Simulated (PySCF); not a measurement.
# BF2 (SMILES F[B]F) at 5 levels

Wanted: a comparison of 5 runs (UB2PLYP/STO-3G, UB3LYP/STO-3G, UPBE/STO-3G, USVWN5/STO-3G, UCISD/STO-3G) of BF2. Input form: a Python script.

The results are computed with PySCF 2.14.0.

13 further runs of the same task are left out: 4 that didn't finish, 9 set aside as unsound or not needed.

### Step 1. The system as given

The species is BF2 (3 atoms), meant as a doublet with charge 0. SMILES: `F[B]F`. The F1–B2 distance was set to 2.351 Å, away from the relaxed value. At this shape a bond of the SMILES string is far longer than usual.

Bond lengths: B2–F3 1.306 Å. A long bond or contact: F1–B2 2.351 Å.

### Step 2. A single-point energy at UB2PLYP/STO-3G (run 1)

Contents of calc.py:

```python
from pyscf import gto, dft, mp

mol = gto.M(
    atom=[
    ('F', (0.700375, -2.072112, 0.142960)),
    ('B', (0.279000, 0.240500, 0.181300)),
    ('F', (-0.802900, 0.738900, -0.354600)),
],
    verbose=3,
    max_memory=1860,
    spin=1,
    basis='sto-3g',
    charge=0,
)

calc0 = dft.UKS(mol)
calc0.xc = '0.53*HF + 0.47*B88, 0.73*LYP'
calc0.conv_tol = 1e-10
calc0.grids.level = 5
calc0.kernel()
if not calc0.converged:
    calc0 = calc0.newton().run(calc0.mo_coeff, calc0.mo_occ)

pt = mp.MP2(calc0, frozen=3).run()
etot = calc0.e_tot + 0.27 * pt.e_corr
print('PT2 part  %.8f' % (0.27 * pt.e_corr))
print('Final energy', etot)
```

On the command line:

```
$ OMP_NUM_THREADS=1 python calc.py
```

The program printed:

```text
WARN: HOMO -0.227910760393057 >= LUMO -0.227910760393058

converged SCF energy = -220.89689663061  <S^2> = 0.81262902  2S+1 = 2.061678
E(UMP2) = -220.991748029046  E_corr = -0.094851398436001
E(SCS-UMP2) = -220.991219791524  E_corr = -0.0943231609132106
PT2 part  -0.02560988
Final energy -220.92250650818818
```

Run time: 3.9 s. Hardware: 1 thread of Arm Neoverse V2, shared host; peak memory 0.19 GiB.

### Step 3. The energy at UB3LYP/STO-3G (run 2)

Contents of run.py:

```python
from pyscf import gto, dft

mol = gto.M(
    atom='F 0.700375 -2.072112 0.142960; B 0.279000 0.240500 0.181300; F -0.802900 0.738900 -0.354600',
    spin=1,
    charge=0,
    basis='sto-3g',
    verbose=3,
    max_memory=1860,
)

ks = dft.UKS(mol)
ks.xc = 'b3lyp'
ks.conv_tol = 1e-10
ks.grids.level = 5
ks.kernel()
if not ks.converged:
    ks = ks.newton().run(ks.mo_coeff, ks.mo_occ)

e_tot = ks.e_tot
print(f'total energy: {e_tot:.8f} hartree')
```

On the command line:

```
$ OMP_NUM_THREADS=1 python run.py
```

The program printed:

```text
converged SCF energy = -221.154132859832  <S^2> = 0.78520346  2S+1 = 2.034899
total energy: -221.15413286 hartree
```

Wall time 4.2 s (1 thread of Arm Neoverse V2, shared host); peak memory 0.19 GiB.

Run 3 isn't shown in full; the table further down has it.

### Step 4. The energy at USVWN5/STO-3G (run 4)

Contents of input.xyz:

```xyz
3

F      0.700375    -2.072112     0.142960
B      0.279000     0.240500     0.181300
F     -0.802900     0.738900    -0.354600
```

Contents of run.py:

```python
from pyscf import gto, dft

molecule = gto.Mole()
molecule.atom = 'input.xyz'
molecule.charge = 0
molecule.verbose = 3
molecule.basis = 'sto-3g'
molecule.spin = 1
molecule.max_memory = 1860
molecule.build()

mf = dft.UKS(molecule, xc='svwn')
mf.conv_tol = 1e-10
mf.grids.level = 5
mf.kernel()
if not mf.converged:
    mf = mf.newton().run(mf.mo_coeff, mf.mo_occ)

e_final = mf.e_tot
print('E = %.10f Eh' % e_final)
```

On the command line:

```
$ OMP_NUM_THREADS=1 python run.py
```

The program printed:

```text
converged SCF energy = -219.560418256547  <S^2> = 0.7587196  2S+1 = 2.0087007
E = -219.5604182565 Eh
```

It took 3.3 s on 1 thread of Arm Neoverse V2, shared host; peak memory 0.13 GiB.

### Step 5. A single-point energy at UCISD/STO-3G (run 5)

Contents of job.py:

```python
from pyscf import gto, ci

mol = gto.M(
    atom='''
F      1.323517    -3.915724     0.270155
B      0.527234     0.454479     0.342607
F     -1.517261     1.396319    -0.670097
''',
    unit='bohr',
    spin=1,
    max_memory=1860,
    verbose=3,
    basis='sto-3g',
)

calc0 = mol.UHF()
calc0.conv_tol = 1e-10
calc0.kernel()
if not calc0.converged:
    calc0 = calc0.newton().run(calc0.mo_coeff, calc0.mo_occ)

cisd = ci.CISD(calc0, frozen=3)
cisd.kernel()
e_final = cisd.e_tot
print('E(%s) = %.9f' % ('CISD', e_final))
```

On the command line:

```
$ OMP_NUM_THREADS=1 python job.py
```

The program printed:

```text
converged SCF energy = -220.340523121304  <S^2> = 0.88864467  2S+1 = 2.1341459
E(UCISD) = -220.4172454666576  E_corr = -0.07672234535361788
E(CISD) = -220.417245467
```

Wall time 0.66 s (1 thread of Arm Neoverse V2, shared host); peak memory 0.12 GiB.

### Step 6. The series

```csv
run,level,frozen core orbitals,integration grid,energy (Eh),dipole moment (D) of the reference,HOMO energy (eV),LUMO energy (eV),wall time
1,UB2PLYP/STO-3G,3,5,-220.922507,1.31,-5.51,3.72,3.9 s
2,UB3LYP/STO-3G,–,5,-221.154133,1.77,-3.56,0.72,4.2 s
3,UPBE/STO-3G,–,5,-220.933445,1.93,-1.25,-0.59,4.2 s
4,USVWN5/STO-3G,–,5,-219.560418,2.01,-0.96,-0.81,3.3 s
5,UCISD/STO-3G,3,–,-220.417245,0.82,-7.92,8.06,0.66 s
```

### Step 7. Results

```
                                                         quantity          value
                                              run 5: total energy  -220.41725 Eh
                      run 5: dipole moment (Hartree–Fock density)         0.82 D
run 5: HOMO energy (Hartree–Fock orbitals) (highest over α and β)       -7.92 eV
 run 5: LUMO energy (Hartree–Fock orbitals) (lowest over α and β)        8.06 eV
               run 5: correlation energy (3 core orbitals frozen)      -76.7 mEh
                         run 5: ⟨S²⟩ of the reference determinant          0.889
```

Over runs 1, 2, 3, 4 the dipole moment (its size) runs from 1.31 D (UB2PLYP/STO-3G) to 2.01 D (USVWN5/STO-3G). A double hybrid's value is that of its SCF part. Totals of different functionals can't be ranked against each other. In runs 1, 2, 3, 4, 5 the basis is minimal, so the values are rough. Spin contamination of the reference: run 5 ⟨S²⟩ = 0.89. All runs together took 16 s, the longest 4.2 s.
